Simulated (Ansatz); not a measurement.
# C₃H₇NO: up Jacob's ladder to CCSD(T)

How much do the methods differ for C₃H₇NO? The plan is to run it at one geometry with functionals of several rungs and with coupled cluster, and see how far each lands from CCSD(T) at the basis-set limit for the atomisation energy.

Computed with Ansatz 0.2.0, Gaussian basis. Level: functionals in def2-TZVPP, the program's frozen cores in correlated methods.

The runs, in order: LDA (SPW92), PBE-D4, revPBE-D4, BLYP-D4, r2SCAN-D4, B97M-V, PBE0-D4, B3LYP-D4, r2SCANh-D4, r2SCAN0-D4, HSE06-D4, BHLYP-D4, CAM-B3LYP-D4, LC-ωPBE, ωB97X-V, ωB97M-V, B2PLYP, PBE-QIDH; CCSD(T)/def2-SVP; CCSD(T)/def2-TZVPP; MP2/def2-QZVPP; extrapolation to the limit; RPA on PBE.

### 1 The relaxed structure

An earlier PBE0-D4 in a triple-zeta def2 set relaxation fixed the geometry.

SMILES `CO/C=C/N`, 12 atoms, charge 0, spin multiplicity 1.

Atoms are counted from 1 here; the program's logs count them from 0.

Bond lengths: C1–O2 1.401 Å, C1–H6 1.089 Å, C1–H7 1.097 Å, C1–H8 1.097 Å, O2–C3 1.357 Å, C3–C4 1.333 Å, C3–H9 1.085 Å, C4–N5 1.405 Å, C4–H10 1.083 Å, N5–H11 1.011 Å, N5–H12 1.011 Å. Angles: O2–C1–H6 106.8°, O2–C1–H7 111.3°, O2–C1–H8 111.3°, H6–C1–H7 109.4°, H6–C1–H8 109.3°, H7–C1–H8 108.7°, C1–O2–C3 116.2°, O2–C3–C4 127.5°, O2–C3–H9 110.8°, C4–C3–H9 121.7°, C3–C4–N5 124.2°, C3–C4–H10 121.3°, N5–C4–H10 114.2°, C4–N5–H11 112.8°, C4–N5–H12 112.9°, H11–N5–H12 109.3°.

### 2 LDA

This LDA is Slater exchange with PW92 correlation.

File in.yaml:

```yaml
crystal:
  periodic: [false, false, false]
  atoms:
    - {symbol: C, position_ang: [-0.655509, 0.812438, 1.646883]}
    - {symbol: O, position_ang: [-0.005432, 1.458402, 0.586678]}
    - {symbol: C, position_ang: [0.359088, 0.674264, -0.459559]}
    - {symbol: C, position_ang: [0.131297, -0.630466, -0.614352]}
    - {symbol: N, position_ang: [0.412308, -1.348136, -1.788625]}
    - {symbol: H, position_ang: [-0.874337, 1.574537, 2.393438]}
    - {symbol: H, position_ang: [-1.592758, 0.347498, 1.315448]}
    - {symbol: H, position_ang: [-0.017927, 0.039141, 2.094053]}
    - {symbol: H, position_ang: [0.862578, 1.259967, -1.221995]}
    - {symbol: H, position_ang: [-0.374097, -1.208601, 0.149978]}
    - {symbol: H, position_ang: [0.886303, -2.222300, -1.608726]}
    - {symbol: H, position_ang: [0.945386, -0.811844, -2.459119]}
basis:
  gaussian: {orbitals: def2-TZVPP}
hamiltonian: {xc: lda}
output: {orbitals: {seedname: orbitals}}
```

Started as:

```bash
ansatz run in.yaml --threads 4 --pin off --events-out ev --progress --plain --max-ram 10444MiB
```

After this run come: PBE-D4 (GGA); revPBE-D4 (GGA); BLYP-D4 (GGA); r2SCAN-D4 (meta-GGA); B97M-V (meta-GGA); PBE0-D4 (hybrid); B3LYP-D4 (hybrid); r2SCANh-D4 (hybrid); r2SCAN0-D4 (hybrid); HSE06-D4 (hybrid); BHLYP-D4 (hybrid); CAM-B3LYP-D4 (range-separated); LC-ωPBE (range-separated); ωB97X-V (range-separated); ωB97M-V (range-separated); B2PLYP (double hybrid); PBE-QIDH (double hybrid); CCSD(T) in def2-SVP; CCSD(T) in def2-TZVPP; MP2 in def2-QZVPP; RPA on PBE orbitals.

**Question.** What will the summary of the whole plan be? Wanted: atomisation energy, CCSD(T)/CBS; farthest beyond LDA; mean size of error, GGA; mean size of error, meta-GGA; mean size of error, hybrid; mean size of error, range-separated; mean size of error, double hybrid; gap, smallest and largest; T1 diagnostic.

The runs gave:

| quantity | value |
| --- | --- |
| atomisation energy, CCSD(T)/CBS | 4678.7 kJ/mol |
| functionals within 23.4 kJ/mol (0.5 %) | r2SCAN-D4, B97M-V, B3LYP-D4, r2SCANh-D4, LC-ωPBE, ωB97X-V, ωB97M-V |
| farthest beyond LDA | PBE-D4 (+154.3 kJ/mol) |
| mean size of error, GGA | 72.0 kJ/mol |
| mean size of error, meta-GGA | 9.4 kJ/mol |
| mean size of error, hybrid | 58.6 kJ/mol |
| mean size of error, range-separated | 20.1 kJ/mol |
| mean size of error, double hybrid | 31.0 kJ/mol |
| gap, smallest and largest | 4.46 eV (BLYP-D4), 11.35 eV (LC-ωPBE) |
| T1 diagnostic | 0.0118 |
| triples share of the correlation energy | 4.0 % |

What this shows: The LDA atomisation energy is off by 773.6 kJ/mol (17 %): it overbinds. PBE-D4 misses by +154.3 kJ/mol. Double hybrids carry the basis error of their MP2 part in triple zeta, and no dispersion term here, so their miss is partly the set-up's. The rungs meta-GGA, range-separated miss on average by less than the doubt on the reference (23.4 kJ/mol), so they tie. The reference freezes the cores and leaves out relativity and excitations past (T), so misses under about 23.4 kJ/mol can't be ranked. Hartree-Fock recovers 70 % of the binding; the rest is correlation. CCSD(T) in def2-SVP is off by -237.7 kJ/mol, which most functionals beat. The gap grows from 4.5 to 11.4 eV across the functionals, mostly with the share of exact exchange.
